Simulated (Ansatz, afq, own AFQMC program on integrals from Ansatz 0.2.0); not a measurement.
Where AFQMC and coupled cluster stand for Sc, quartet

A free Sc atom.

Basis def2-TZVPP. Only valence electrons are correlated. Ansatz 0.2.0 and our own AFQMC program on the same integrals; the CISD trial comes from CCSD amplitudes, and released means the phaseless constraint is let go. Error bars are statistical, one sigma. The metal's outer-core s and p shells are frozen, which shifts wave-function levels against functionals.

Determinant: UHF, the one that the program's search chose, which needn't be the lowest solution.

Full CI on the same integrals is exact in this basis and with this determinant's frozen core.

Cautions: no relativity below Rb; outer-core shells of the metal frozen; another spin lies lower (by 1.60 eV); the search met a lower determinant of the same kind, perhaps of another symmetry (44 meV lower); the released energies are still falling, so no released level is given (meV from the phaseless value at times in 1/Eh: -0.9 ± 2.2 at 0.24, -1 ± 3 at 0.51, -2 ± 3 at 0.99, -4 ± 3 at 1.62, -9 ± 4 at 2.40), though the last usable value meets full CI within the noise; the ph-AFQMC/CISD walk drifts between its halves (2.5 errors).

- T1 diagnostic: 0.0197
- weight of the determinant in the CISD state: 0.977
- ⟨S²⟩ of the determinant: 3.752
- size of the correlated space: 3 electrons in 55 orbitals

Reference: full CI, correlation energy -0.512 eV.

```json
{"level": "HF", "E − E(reference) (meV)": "512.4", "share of correlation (%)": "0.00"}
{"level": "MP2", "E − E(reference) (meV)": "168.2", "share of correlation (%)": "67.17"}
{"level": "CCSD", "E − E(reference) (meV)": "12.3", "share of correlation (%)": "97.59"}
{"level": "CCSD(T)", "E − E(reference) (meV)": "4.4", "share of correlation (%)": "99.15"}
{"level": "ph-AFQMC/CISD", "E − E(reference) (meV)": "6.0 ± 1.5", "share of correlation (%)": "98.83"}
```
